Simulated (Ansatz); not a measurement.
BH2⁻, singlet in aug-cc-pVDZ: errors against full CI

Geometry: a PBE0/def2-TZVPD stationary point for this spin, not checked as a minimum.

```csv
atom,x (Å),y (Å),z (Å)
B,0.0000,-0.1234,0.0000
H,0.0000,0.6616,-0.9691
H,0.0000,0.6616,0.9691
```

Basis aug-cc-pVDZ; Ansatz 0.2.0. Correlated methods freeze the noble-gas cores, which leaves 6 electrons in 40 orbitals. R marks a restricted (for open shells ROHF) determinant, U an unrestricted one. Active spaces: valence = (6e, 6o) chosen from the atoms' valence shells.

Full CI is exact within this basis and frozen core; it isn't the basis-set limit. The frozen core follows each run's orbitals, which can shift R against U totals by a few meV.

- UHF ⟨S²⟩: 0.672
- T1 diagnostic (RCCSD): 0.0119
- largest doubles amplitude (RCCSD): 0.088

| level | E − E(full CI) (meV) | share of correlation (%) | wall time |
| --- | --- | --- | --- |
| RHF | 3695 | 0.00 | – |
| RMP2 | 846 | 77.10 | – |
| CISD | 313 | 91.53 | 0.79 s |
| RCCSD | 139 | 96.24 | – |
| RCCSD(T) | 31 | 99.17 | 0.52 s |
| BCCD(T) | 31 | 99.17 | 0.7 s |
| RCCSDT | 7 | 99.82 | – |
| CISDTQ | 9 | 99.76 | 3.9 s (H100) |
| RCCSDT(Q) | 1 | 99.97 | 3.6 s |
| RCCSDTQ | 0 | 100.00 | 5 s (H100) |
| CASSCF (valence space) | 2485 | 32.75 | – |
| NEVPT2 (valence space) | 826 | 77.65 | 0.58 s |
| MRCISD (valence space) | 149 | 95.97 | – |
| MRCISD+Q (valence space) | -1 | 100.03 | 1.3 s |

The correlation energy at full CI, counted from RHF, is -3.695 eV. That run took 11 s on 2 threads of AMD EPYC 7R13 with a shared H100 80 GB, shared host over 24,500,738 determinants.

Run but not shown, since their state or frozen core can't be matched to the reference's or they repeat it: UHF, UMP2, UCCSD, UCCSD(T), UCCSDT, UCCSDT(Q), UCCSDTQ.

Times hold each run's SCF and search for its determinant on a shared host, so for small cases they say little of a method's own cost; rows without a card ran on 1 thread of AMD EPYC 7R13.

The full-CI state has the irrep A1 of C2v, in the program's axes.

Natural occupations of full CI about the gap: 1.956 1.943 1.853 0.076 0.051 0.030 0.021 0.014 0.013 0.008; effectively unpaired electrons, Σ n²(2−n)², 0.13.
